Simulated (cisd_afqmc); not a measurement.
Input (AFQMC/CISD/cc-pVTZ; cisd_afqmc is a phaseless AFQMC code with CISD trial states that reads the integrals written by Ansatz):

Ansatz 0.2 input:
```python
import cisd_afqmc

open("ham.yaml", "w").write("""\
crystal:
  periodic: [false, false, false]
  atoms:
    - {symbol: C, position_ang: [-0.00170870, -0.66567345, 0.81387215]}
    - {symbol: C, position_ang: [-0.00719668, 0.66934088, 0.81082855]}
    - {symbol: C, position_ang: [0.00705435, -0.78630364, -0.69668354]}
    - {symbol: C, position_ang: [0.00060264, 0.78315032, -0.70026163]}
    - {symbol: H, position_ang: [-0.00295721, -1.40814764, 1.60151577]}
    - {symbol: H, position_ang: [-0.01456410, 1.41536330, 1.59507865]}
    - {symbol: H, position_ang: [-0.87601309, -1.24870474, -1.14280492]}
    - {symbol: H, position_ang: [0.89873399, -1.24138698, -1.13309362]}
    - {symbol: H, position_ang: [0.88851889, 1.24355458, -1.13875886]}
    - {symbol: H, position_ang: [-0.88622818, 1.23623681, -1.14847016]}
basis:
  gaussian:
    orbitals: cc-pVTZ
magnetization: {spin_polarized: false}
correlation: {method: ccsd, electrons: outside_noble_gas, hamiltonian_folder: ham}
""")
rep = cisd_afqmc.ansatz("ham.yaml")
e_ccsd = rep["correlation"]["coupled_cluster"]["energy"]["hartree"]
out = cisd_afqmc.run("ham", e_ccsd, trial="CISD", walkers=1000, populations=1, threads=12, dt=0.005, steps=40, early=24, settle=10, least=100,
    cut=5e-5, rank_cut=2e-4, target=0.0004, seconds=1500, seed=4, memory=62639, gpu=True)
```

Output:

```
orbitals 200, occupied [11], factors 1061 of 1149, rank of the doubles 624 of 2079
E(HF) = -154.953351
E(CCSD) on the cut factors = -155.645718, shift to the whole factors -0.000008
Energy of the trial state on the determinant = -155.645682
  tau behind 7.2 of longer steps, mean of the populations' last blocks
   2.0  -155.67578
   4.0  -155.67654
   6.0  -155.67927
   8.0  -155.67587
  10.0  -155.68001
  12.0  -155.68197
  14.0  -155.67717
  16.0  -155.67656
  18.0  -155.67874
  20.0  -155.67696
  22.0  -155.67927
  24.0  -155.67988
  26.0  -155.67891
  28.0  -155.67840
  30.0  -155.67521
  32.0  -155.67845
  34.0  -155.68199
  36.0  -155.68030
  38.0  -155.68109
  40.0  -155.67875
  42.0  -155.68072
  44.0  -155.67989
  46.0  -155.68225
  48.0  -155.67917
  50.0  -155.68103
  52.0  -155.67624
  54.0  -155.67754
  56.0  -155.67567
  58.0  -155.67582
  60.0  -155.67714
  62.0  -155.67883
  64.0  -155.68191
  66.0  -155.67843
  68.0  -155.68031
  70.0  -155.67735
  72.0  -155.67711
  74.0  -155.67716
blocks 368 (0 outliers left out), error by blocks joined: 1: 0.00017, 2: 0.00021, 4: 0.00027, 8: 0.00032, 16: 0.00039
E(AFQMC/CISD) = -155.67868 +/- 0.00039
```

The error still grows at the longest joins of blocks, or few joins were possible, so the printed bar may be too narrow.
